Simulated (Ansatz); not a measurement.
# Two structures, one formula

Two relaxed structures of CH5SSi (charge +1), closed shell (PBE0-D4/def2-TZVP; forces vanish, vibrations not checked).

A:

| atom | x (Å) | y (Å) | z (Å) |
| --- | --- | --- | --- |
| C1 | -0.0541 | -0.4262 | -0.1175 |
| Si2 | 1.0632 | 0.8682 | 0.0944 |
| S3 | -0.8902 | -1.0329 | 1.2518 |
| H4 | -0.2629 | -0.8860 | -1.0765 |
| H5 | -2.1926 | -1.0817 | 0.8716 |
| H6 | 1.2803 | 1.4290 | 1.4384 |
| H7 | 1.7902 | 1.4019 | -1.0663 |
| H8 | -0.7454 | -2.3808 | 1.1796 |

B:

C1  (-0.680, 0.087, -0.661)
Si2  (0.793, 0.653, 0.277)
S3  (-0.722, -0.853, 0.952)
H4  (-0.594, -0.571, -1.521)
H5  (-1.558, 0.728, -0.700)
H6  (0.684, 1.872, 1.089)
H7  (2.085, 0.009, 0.010)
H8  (-0.008, -1.926, 0.553)
(Å)

Ansatz 0.2.0; basis: def2-TZVPP; cores frozen in the correlated methods. B3LYP uses VWN-RPA correlation.

Problem. Which structure is lower at CCSD(T), and by how much? (Judge from chemistry; the value comes from the calculation.)

Solution. The calculation gives: B, by 142.5 kJ/mol (electronic energy, against the other). By their contacts, A is CH₅SSi ([SiH2][CH][SH2]), total charge +1 and B is CH₅SSi ([CH2]1[SiH2][SH]1), total charge +1.

All methods give the same order:

| method | E(B) − E(A) (kJ/mol) |
| --- | --- |
| PBE-D4 | -139.5 |
| r2SCAN-D4 | -144.7 |
| PBE0-D4 | -145.3 |
| B3LYP-D4 | -132.4 |
| wB97M-V | -145.1 |
| HF | -138.6 |
| MP2 | -144.3 |
| CCSD | -142.6 |
| CCSD(T) | -142.5 |

No T1 diagnostic of these runs exceeds 0.014.

Labels in which every atom is bracketed show which atoms are joined, not bond orders.

For scale, one of the runs: CCSD(T)/def2-TZVPP, 185 basis functions, launched by `ansatz run in.yaml --threads 2 --pin off --events-out ev --progress --plain --max-ram 4352MiB`. The run took 12 s on 2 CPU threads of an Intel Xeon 6975P-C (shared host), with 1.9 GiB of host memory at its peak.
